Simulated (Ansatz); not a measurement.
in.yaml

```yaml
crystal:
  periodic: [false, false, false]
  atoms:
    - {symbol: Ge, position_ang: [0.084376, 0.005225, 2.126982]}
    - {symbol: Ge, position_ang: [-0.080498, 0.013599, -0.245166]}
    - {symbol: O, position_ang: [-0.003878, -0.018825, -1.881816]}
basis:
  gaussian: {orbitals: cc-pVDZ}
hamiltonian: {xc: {name: PBE0}}
```

```sh
$ ansatz run in.yaml --threads 1 --pin off --events-out ev --progress --plain --max-ram 2393MiB
```

The program prints:

```
789 factors; integrals over basis functions are off by at most 5.9e-4 eV
mean field evaluation 1: about -115054.2110 eV, gradient 6.2e1 eV
mean field evaluation 2: about -114856.2860 eV, gradient 2.0e2 eV
mean field evaluation 4: about -115060.7628 eV, gradient 2.2e1 eV
mean field evaluation 8: about -115062.9896 eV, gradient 5.1e-1 eV
mean field evaluation 16: about -115063.0037 eV, gradient 1.8e-5 eV
mean field evaluation 32: about -115063.0045 eV, gradient 2.8e-1 eV
mean field evaluation 64: about -115063.0037 eV, gradient 5.9e-4 eV
mean field -115063.00535153 eV, -4228.4874541624 hartree, gradient 1.5e-6 eV, S^2 0.000000; 4 other end points of the search recorded, 0 dependent functions left out
reference -115063.00537103 eV, -4228.4874548791 hartree; 36, 36 occupied and 32, 32 virtual orbitals, 789 factors
Total energy: -115063.00537103 eV, -4228.4874548791 hartree
```

Ran on 1 thread of Arm Neoverse V1, shared host: 21 s wall, 0.21 GiB peak host memory.
